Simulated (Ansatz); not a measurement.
# SiN2H+ (triplet): the correlation ladder, cc-pVDZ

An exercise on one series of results from a longer session: the logs are not shown, and one member is left open.

Program: Ansatz 0.2.0, Gaussian basis. Level of theory: cc-pVDZ, core rule «outside noble gas», up to 7 orbitals frozen. These are calculated values, not measurements.

Plan: UHF; CCSD(T) on ROHF; CCSD(T) on UHF; BCCD(T) on ROHF; CISD as a restricted active space (open shells left free, so some higher excitations enter); CCSDT(Q) on ROHF; CCSDT(Q) on UHF; CASSCF and NEVPT2, 10 electrons in 11 orbitals.

25 further runs of the same task are left out: 5 for a known fault of the program, 8 that didn't finish, 12 set aside as unsound or not needed. Runs told in other sessions of the task aren't counted.

## The system

The geometry is a PBE0/def2-TZVP stationary point (not a proven minimum) of the parent state, kept for this charge and spin.

4 atoms, charge 1, spin multiplicity 3.

Atoms are counted from 1 here; the program's logs count them from 0.

Bond lengths: N1–Si2 1.595 Å, N1–H4 1.005 Å, Si2–N3 1.809 Å. Angles: Si2–N1–H4 144.7°, N1–Si2–N3 105.3°.

Geometry (Å):

| atom | x (Å) | y (Å) | z (Å) |
| --- | --- | --- | --- |
| N1 | 0.0000 | -0.4850 | 1.2541 |
| Si2 | 0.0000 | 0.5242 | 0.0187 |
| N3 | 0.0000 | -0.5264 | -1.4541 |
| H4 | 0.0000 | -0.5535 | 2.2570 |

Set-up of the first run:

File in.yaml:

```yaml
crystal:
  periodic: [false, false, false]
  atoms:
    - {symbol: N, position_ang: [0.000000, -0.484969, 1.254083]}
    - {symbol: Si, position_ang: [0.000000, 0.524235, 0.018749]}
    - {symbol: N, position_ang: [0.000000, -0.526367, -1.454098]}
    - {symbol: H, position_ang: [0.000000, -0.553520, 2.257049]}
basis:
  gaussian: {orbitals: cc-pVDZ}
total_charge: 1
magnetization: {spin_polarized: true, initial_magnetization: 2}
hamiltonian: {xc: hf}
output: {orbitals: {seedname: orbitals}}
```

Started as:

```
ansatz run in.yaml --threads 1 --pin off --events-out ev --progress --plain --max-ram 2393MiB
```

Steps of the session up to this table: UHF; CCSD(T) on ROHF; CCSD(T) on UHF; BCCD(T) on ROHF; CISD as a restricted active space (open shells left free, so some higher excitations enter); CCSDT(Q) on ROHF; CCSDT(Q) on UHF; CASSCF and NEVPT2, 10 electrons in 11 orbitals.

One table of the session follows, with a row left open; its other results are not shown here.

It belongs to the step «Misses and costs». 

```
        method  from RCCSDT(Q) (kcal/mol)
          ROHF                    +268.77
           UHF                          ?
          RMP2                     +39.49
          UMP2                     +54.15
          CISD                     +49.71
         RCCSD                     +17.95
         UCCSD                     +18.66
      RCCSD(T)                      +3.81
      UCCSD(T)                      +8.23
       BCCD(T)                      +3.95
        RCCSDT                      +2.42
        UCCSDT                      +2.62
     RCCSDT(Q)                          0
     UCCSDT(Q)                      -0.71
CASSCF valence                    +164.22
NEVPT2 valence                     +27.39
```

Estimate the missing values for UHF.

The run gave: from RCCSDT(Q) (kcal/mol): +231.66. In the column «from RCCSDT(Q) (kcal/mol)» it lies between CASSCF valence (+164.22) and ROHF (+268.77).

The program flags UCCSD(T) as in doubt (see the logs), so read those rows with care; the flags are large difference.

Limits of these values: The determinant of HF (⟨S²⟩ 2.92) is far from a pure spin state, so its energy mixes those of several spin states; that is harmless only where they are near-degenerate. The determinant of CCSD(T) (⟨S²⟩ 2.92) is far from a pure spin state, so its energy mixes those of several spin states; high orders of coupled cluster remove much of that, low ones don't. The determinant of CCSDT(Q) (⟨S²⟩ 2.92) is far from a pure spin state, so its energy mixes those of several spin states; high orders of coupled cluster remove much of that, low ones don't. The program flags UCCSD(T) as in doubt, so read those rows with care; the flags are large difference. Warnings: spin contamination; large T1 diagnostic. Restricted and unrestricted rows rest on different reference determinants; a gap between their highest levels can come from leftover correlation error, from unlike frozen cores or from another state.
